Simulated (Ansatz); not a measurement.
Geometry optimisation of `FC1C=CCC1`.

```yaml
crystal:
  periodic: [false, false, false]
  atoms:
    - {symbol: F, position_ang: [-0.325386, 2.100244, 0.642169]}
    - {symbol: C, position_ang: [-0.426665, 0.720287, 0.906851]}
    - {symbol: C, position_ang: [-1.358523, 0.086570, -0.096499]}
    - {symbol: C, position_ang: [-0.668539, -0.589343, -1.037526]}
    - {symbol: C, position_ang: [0.818648, -0.565306, -0.782440]}
    - {symbol: C, position_ang: [0.914133, 0.009899, 0.648680]}
    - {symbol: H, position_ang: [-0.766151, 0.632322, 1.963107]}
    - {symbol: H, position_ang: [-2.446712, 0.250943, -0.086823]}
    - {symbol: H, position_ang: [-1.119524, -1.078873, -1.915535]}
    - {symbol: H, position_ang: [1.326421, 0.078480, -1.536522]}
    - {symbol: H, position_ang: [1.287829, -1.568120, -0.873969]}
    - {symbol: H, position_ang: [1.024452, -0.818913, 1.377431]}
    - {symbol: H, position_ang: [1.760318, 0.707312, 0.805975]}
basis:
  gaussian: {orbitals: def2-TZVP}
hamiltonian: {xc: pbe0, dispersion: d4}
relax: {f_tol: 0.005, max_steps: 150}
```

```sh
$ ansatz run in.yaml --threads 4 --pin off --events-out ev --progress --plain
```

Shortened log:

```
Functional definition: PBE0
mean field -8009.55813847 eV, -294.3458325152 hartree, gradient 7.1e-6 eV, S^2 0.000000; 0 other end points of the search recorded, 0 dependent functions left out
relax step   1: F+E_penalty+E_count = -8009.78277867 eV  Δ(F+E_penalty+E_count) = +0.000e0 eV  max|allowed force component| = 6.073e-1 eV/Å  Δτ_max = 0.0000 Å  (29 SCF iters, accepted)
mean field -8009.61549236 eV, -294.3479402318 hartree, gradient 1.8e-5 eV, S^2 0.000000; 0 other end points of the search recorded, 0 dependent functions left out
relax step   2: F+E_penalty+E_count = -8009.84098271 eV  Δ(F+E_penalty+E_count) = -5.820e-2 eV  max|allowed force component| = 1.795e-1 eV/Å  Δτ_max = 0.0261 Å  (31 SCF iters, accepted)
mean field -8009.62026762 eV, -294.3481157194 hartree, gradient 1.8e-5 eV, S^2 0.000000; 0 other end points of the search recorded, 0 dependent functions left out
relax step   3: F+E_penalty+E_count = -8009.84606321 eV  Δ(F+E_penalty+E_count) = -5.080e-3 eV  max|allowed force component| = 5.364e-2 eV/Å  Δτ_max = 0.0225 Å  (31 SCF iters, accepted)
mean field -8009.62076734 eV, -294.3481340837 hartree, gradient 1.8e-5 eV, S^2 0.000000; 0 other end points of the search recorded, 0 dependent functions left out
relax step   4: F+E_penalty+E_count = -8009.84653047 eV  Δ(F+E_penalty+E_count) = -4.673e-4 eV  max|allowed force component| = 1.642e-2 eV/Å  Δτ_max = 0.0079 Å  (32 SCF iters, accepted)
mean field -8009.62104270 eV, -294.3481442031 hartree, gradient 1.8e-5 eV, S^2 0.000000; 0 other end points of the search recorded, 0 dependent functions left out
relax step   5: F+E_penalty+E_count = -8009.84676002 eV  Δ(F+E_penalty+E_count) = -2.295e-4 eV  max|allowed force component| = 2.521e-2 eV/Å  Δτ_max = 0.0105 Å  (31 SCF iters, accepted)
mean field -8009.62155847 eV, -294.3481631573 hartree, gradient 1.8e-5 eV, S^2 0.000000; 0 other end points of the search recorded, 0 dependent functions left out
relax step   6: F+E_penalty+E_count = -8009.84713957 eV  Δ(F+E_penalty+E_count) = -3.796e-4 eV  max|allowed force component| = 3.111e-2 eV/Å  Δτ_max = 0.0192 Å  (31 SCF iters, accepted)
mean field -8009.54764282 eV, -294.3454468073 hartree, gradient 1.8e-5 eV, S^2 0.000000; 0 other end points of the search recorded, 0 dependent functions left out
relax step   7: F+E_penalty+E_count = -8009.77228082 eV  Δ(F+E_penalty+E_count) = +7.486e-2 eV  max|allowed force component| = 1.485e0 eV/Å  Δτ_max = 0.0629 Å  (31 SCF iters, rejected (line search))
mean field -8009.62183545 eV, -294.3481733362 hartree, gradient 1.8e-5 eV, S^2 0.000000; 0 other end points of the search recorded, 0 dependent functions left out
relax step   8: F+E_penalty+E_count = -8009.84729432 eV  Δ(F+E_penalty+E_count) = -1.547e-4 eV  max|allowed force component| = 5.803e-3 eV/Å  Δτ_max = 0.0185 Å  (31 SCF iters, accepted)
mean field -8009.62184110 eV, -294.3481735436 hartree, gradient 1.8e-5 eV, S^2 0.000000; 0 other end points of the search recorded, 0 dependent functions left out
relax step   9: F+E_penalty+E_count = -8009.84729024 eV  Δ(F+E_penalty+E_count) = +4.084e-6 eV  max|allowed force component| = 1.029e-2 eV/Å  Δτ_max = 0.0023 Å  (32 SCF iters, rejected (line search))
mean field -8009.62183695 eV, -294.3481733912 hartree, gradient 1.8e-5 eV, S^2 0.000000; 0 other end points of the search recorded, 0 dependent functions left out
relax step  10: F+E_penalty+E_count = -8009.84729796 eV  Δ(F+E_penalty+E_count) = -3.642e-6 eV  max|allowed force component| = 1.343e-2 eV/Å  Δτ_max = 0.0011 Å  (32 SCF iters, accepted)
mean field -8009.62184720 eV, -294.3481737679 hartree, gradient 1.8e-5 eV, S^2 0.000000; 0 other end points of the search recorded, 0 dependent functions left out
relax step  11: F+E_penalty+E_count = -8009.84730200 eV  Δ(F+E_penalty+E_count) = -4.032e-6 eV  max|allowed force component| = 1.810e-3 eV/Å  Δτ_max = 0.0007 Å  (32 SCF iters, accepted)
mean field -8009.62184720 eV, -294.3481737679 hartree, gradient 1.8e-5 eV, S^2 0.000000; 1 other end points of the search recorded, 0 dependent functions left out
Total energy: -8009.84733145 eV, -294.3564601614 hartree
Atom 0 at    -0.345815     2.079118     0.706289 Å, force     0.000315    -0.000736     0.000227 eV/Å
Atom 1 at    -0.429951     0.694675     0.908446 Å, force    -0.000646    -0.001810     0.000244 eV/Å
Atom 2 at    -1.344733     0.100964    -0.113950 Å, force     0.000090     0.000462     0.000066 eV/Å
Atom 3 at    -0.664319    -0.569871    -1.036674 Å, force    -0.000212    -0.001156     0.000636 eV/Å
Atom 4 at     0.809330    -0.577426    -0.772879 Å, force     0.000038     0.000937    -0.000448 eV/Å
Atom 5 at     0.914573     0.026021     0.634892 Å, force     0.000164     0.000907    -0.000502 eV/Å
Atom 6 at    -0.768785     0.572966     1.940940 Å, force     0.000012     0.000890    -0.000002 eV/Å
Atom 7 at    -2.414021     0.270869    -0.109962 Å, force     0.000112     0.000325    -0.000381 eV/Å
Atom 8 at    -1.105132    -1.044829    -1.906181 Å, force    -0.000046     0.000168    -0.000034 eV/Å
Atom 9 at     1.334953     0.017943    -1.527909 Å, force     0.000329     0.000056    -0.000067 eV/Å
Atom 10 at     1.234557    -1.583662    -0.824129 Å, force    -0.000210     0.000037     0.000134 eV/Å
Atom 11 at     1.073436    -0.766984     1.368951 Å, force    -0.000237    -0.000073     0.000238 eV/Å
Atom 12 at     1.726209     0.745718     0.747064 Å, force     0.000290    -0.000008    -0.000111 eV/Å
Dipole moment:     0.060630    -0.417709    -0.041789 e Å
```

Hardware: 4 threads of a server CPU on a shared host. Wall time 37 s, peak host memory 0.7 GiB.
